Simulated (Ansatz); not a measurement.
`C/C=C(\F)C=S`. Charge 0, multiplicity 1. All single points use the PBE0-D4/def2-TZVP geometry. It is one conformer, not always the lowest.

```xyz
11

C    -1.470    0.708    0.711
C    -0.507    0.061   -0.207
C     0.774   -0.194    0.065
F     1.289    0.144    1.265
C     1.740   -0.823   -0.805
S     1.500   -1.364   -2.310
H    -1.016    0.966    1.666
H    -2.324    0.047    0.894
H    -1.877    1.617    0.257
H    -0.835   -0.246   -1.195
H     2.725   -0.917   -0.342
```

(1) What is the dipole moment at B3LYP/def2-TZVPP? (Estimate.)

(2) And with PBE, r2SCAN, ωB97M-V? (Best estimate.)

(3) Give the Mulliken charges with B3LYP, ωB97M-V, PBE in def2-TZVPP. (An estimate is asked.)

Answers

(1) Computed: 2.23 D, with components (-1.68, 0.94, 1.13) D in this frame, pointing from negative to positive charge.

(2) Computed: PBE 2.33 D, r2SCAN 2.46 D, ωB97M-V 2.02 D.

(3) Computed: 
```json
{"atom": "C1", "B3LYP": "-0.21", "ωB97M-V": "-0.27", "PBE": "-0.21"}
{"atom": "C2", "B3LYP": "-0.09", "ωB97M-V": "-0.08", "PBE": "-0.08"}
{"atom": "C3", "B3LYP": "0.21", "ωB97M-V": "0.18", "PBE": "0.18"}
{"atom": "F4", "B3LYP": "-0.22", "ωB97M-V": "-0.21", "PBE": "-0.17"}
{"atom": "C5", "B3LYP": "-0.05", "ωB97M-V": "-0.08", "PBE": "-0.03"}
{"atom": "S6", "B3LYP": "-0.19", "ωB97M-V": "-0.14", "PBE": "-0.19"}
{"atom": "H7", "B3LYP": "0.10", "ωB97M-V": "0.11", "PBE": "0.10"}
{"atom": "H8", "B3LYP": "0.10", "ωB97M-V": "0.11", "PBE": "0.10"}
{"atom": "H9", "B3LYP": "0.10", "ωB97M-V": "0.11", "PBE": "0.10"}
{"atom": "H10", "B3LYP": "0.12", "ωB97M-V": "0.12", "PBE": "0.10"}
{"atom": "H11", "B3LYP": "0.13", "ωB97M-V": "0.13", "PBE": "0.12"}
```

B3LYP here is the variant with VWN-RPA as its local correlation; programs differ in this.
